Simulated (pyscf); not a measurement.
# Four-centre exchange: HO–Si(F)(F)–F + F–CH₂–F → F–CH(F)–Si(F)(F)–F + H₂O

Gas phase, singlet surface, charge 0. Bonds broken: Si2–O5, C8–H10. Bonds formed: Si2–C8, O5–H10. Single points on ωB97X-D3(BJ)/def2-SVP structures (PySCF, gas phase).

Transition state (Å):

```xyz
11

F     -1.0047    -0.6676     2.0179
Si    -1.5832    -0.4172     0.5372
F     -2.2443    -1.8697     0.2497
F     -2.9028     0.4965     0.3695
O     -0.4862    -0.5134    -0.8526
H     -0.6841    -0.8768    -1.7312
F     -0.6644     2.4726    -0.3133
C     -0.5154     1.5089     0.6647
F      0.7969     1.4901     1.0376
H     -0.3721     0.5459    -0.4580
H     -1.1106     1.8402     1.5326
```

One imaginary mode, 1441i cm⁻¹; descent along it reached the two sides named, in the forms told below.

```csv
bond,change,reactant side (Å),saddle,product side
Si2–O5,breaks,1.623,1.773,2.182
C8–H10,breaks,1.105,1.486,2.7
Si2–C8,forms,3.6,2.206,1.909
O5–H10,forms,2.7,1.136,0.968
```

Electronic energies relative to the separated reactants (kcal/mol):

```json
[
 {"level": "ωB97X-D3(BJ)/def2-TZVP", "barrier": "73.2", "reaction energy": "+36.7", "reverse barrier": "36.5"},
 {"level": "PBE/def2-TZVP", "barrier": "66.9", "reaction energy": "+34.9", "reverse barrier": "32.0"},
 {"level": "r²SCAN/def2-TZVP", "barrier": "69.5", "reaction energy": "+38.4", "reverse barrier": "31.1"},
 {"level": "B3LYP-D3(BJ)/def2-TZVP", "barrier": "74.3", "reaction energy": "+37.6", "reverse barrier": "36.7"},
 {"level": "PBE0-D3(BJ)/def2-TZVP", "barrier": "70.3", "reaction energy": "+36.8", "reverse barrier": "33.4"},
 {"level": "M06-2X/def2-TZVP", "barrier": "74.5", "reaction energy": "+40.9", "reverse barrier": "33.6"},
 {"level": "ωB97M-D3(BJ)/def2-TZVP", "barrier": "73.4", "reaction energy": "+37.7", "reverse barrier": "35.6"},
 {"level": "HF/def2-TZVP", "barrier": "100.1", "reaction energy": "+44.8", "reverse barrier": "55.4"}
]
```

With ωB97M-D3(BJ)/def2-TZVP energies and thermal terms (ideal gas, 1 atm, RRHO with modes under 100 cm⁻¹ raised to 100, one conformer, R ln 2 for chiral ones without a mode under 150 cm⁻¹), in kcal/mol:

```json
[
 {"T (K)": "298", "ΔH‡": "71.0", "ΔG‡": "83.5", "ΔH": "+36.9", "ΔG": "+38.0"},
 {"T (K)": "600", "ΔH‡": "71.9", "ΔG‡": "95.9", "ΔH": "+37.6", "ΔG": "+38.8"},
 {"T (K)": "900", "ΔH‡": "72.9", "ΔG‡": "107.7", "ΔH": "+38.0", "ΔG": "+39.4"},
 {"T (K)": "1200", "ΔH‡": "73.8", "ΔG‡": "119.2", "ΔH": "+38.1", "ΔG": "+39.8"}
]
```

On the product side the descent ends in an adduct with a O–Si contact (not fully relaxed), 6.4 kcal/mol under the separated species and 42.9 kcal/mol under the saddle at ωB97X-D3(BJ)/def2-TZVP. What is counted as broken (O–Si) persists as a longer contact in the product adduct; parting that adduct is a step of its own. This is the saddle that the search found; another between the same sides may lie lower.
